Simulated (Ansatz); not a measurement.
Cartesian coordinates (Å):
SMILES: FB(F)F
```xyz
4

F      1.2080    -0.5215     0.0038
B      0.0000     0.0000     0.0000
F     -1.0556    -0.7854    -0.0034
F     -0.1524     1.3069    -0.0004
```
Charge 0, spin multiplicity 1.

The numbers are results of frozen-core CCSD(T)/def2-TZVPP // B3LYP-D3(BJ)/def2-TZVP run with Ansatz (a first-principles code), not measurements.

```yaml
HF energy: -323.34344 Ha
MP2 correlation energy: -0.83403 Ha
```

Task: Estimate the CCSD correlation energy, the (T) correction, the total energy and the T1 diagnostic.

Result: 
- CCSD correlation energy = -0.83578 Ha
- (T) correction = -0.02372 Ha
- CCSD(T) total energy = -324.20293 Ha
- T1 diagnostic = 0.012
